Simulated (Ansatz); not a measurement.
# Forces on a displaced structure

SiNH₄S (SMILES N[SiH]=[SH+]) (charge +1), closed shell, displaced at random from a GFN2-xTB minimum.

```tsv
atom	x (Å)	y (Å)	z (Å)
N1	-0.8338	0.6847	-0.7901
Si2	-0.1267	-0.2901	0.4145
S3	1.9681	-0.3858	0.2833
H4	-1.7733	0.8453	-0.9704
H5	-0.2813	0.9927	-1.7300
H6	-1.0003	-0.7516	1.3145
H7	2.0691	-1.0667	1.4378
```

Program: Ansatz 0.2.0. Basis: def2-TZVPP. Cores are frozen in the correlated methods.

CCSD(T) forces from the calculation:
```tsv
atom	Fx	Fy	Fz (eV/Å)
N1	4.457	-0.346	-2.064
Si2	2.109	2.619	-3.916
S3	-1.022	-0.096	0.215
H4	-2.239	0.143	0.087
H5	-1.431	-0.954	3.215
H6	-1.894	-1.291	2.419
H7	0.022	-0.074	0.044
```

Root-mean-square difference of the force components from those of CCSD(T): PBE0-D4 0.093; wB97M-V 0.072; r2SCAN-D4 0.060; PBE-D4 0.183; HSE06-D4 0.090; LC-wPBE 0.201 eV/Å.

The T1 diagnostic stays at or below 0.016. These are differences at one structure, and CCSD(T) in triple zeta is itself an approximation.

For scale, one of the runs: CCSD(T)/def2-TZVPP forces, 171 basis functions (an equivalent command: `ansatz run in.yaml --threads 4`). Time: 99 s of wall clock on 4 CPU threads; the host was shared. Peak host memory: 2.6 GiB.
